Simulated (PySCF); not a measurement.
Dipole moment and polarisability of Cl2

Compound: Cl2.
Cartesian coordinates in Å at the PBE0-D3(BJ)/def2-SVP level; atoms count from 1:
```
atom  x, y, z in Å
Cl1    1.0127    0.0000    0.0000
Cl2   -1.0127    0.0000    0.0000
```

The species is `ClCl` (Cl2).

Level: CAM-B3LYP/def2-SVPD (PySCF), static field, nuclei fixed, core orbitals frozen in the response. The polarisability tensor in these axes (au):

```
x   42.24  0.00  0.00
y    0.00 24.79  0.00
z    0.00  0.00 24.79
```

Task: What are the eigenvalues, a third of the trace, and Δα (Δα² = ½Σ(αi − αj)² over the three pairs)?

Result: Principal values 24.79, 24.79 and 42.24 au; mean 30.60 au = 4.53 Å³ = 5.05 × 10⁻⁴⁰ C²·m²/J; Δα = 17.45 au (57 % of the mean).

Task: What is the dipole moment?

Result: 0.00 D; point group D∞h allows none.

Task: Find the Langevin capture rate constant for NH4+ (18.034 u) meeting this molecule (69.938 u), k = 2.342 × 10⁻⁹ cm³/s × √(α in Å³ / reduced mass in u).

Result: The reduced mass is 14.34 u, so k = 1.32 × 10⁻⁹ cm³/s.

Task: What would n − 1 = 2πNα be for an ideal gas of these molecules at 500 K and 1 atm, electronic part alone?

Result: N = p/kT = 1.4678 × 10¹⁹ cm⁻³, so n − 1 = 2π × N × 4.53 × 10⁻²⁴ cm³ = 418 × 10⁻⁶ at long wavelengths.

Task: What depolarisation ratio follows for Rayleigh scattering of linearly polarised light, taking the static tensor?

Result: ρ = 3Δα²/(45ᾱ² + 4Δα²) = 913.4/(42145 + 1217.9) = 0.0211.

Isolated species at its PBE0-D3(BJ)/def2-SVP geometry, gas phase.

These values come from a run that also computed excited states and ΔSCF ions. Rough CPU time on one thread of a shared machine: about 3 s.
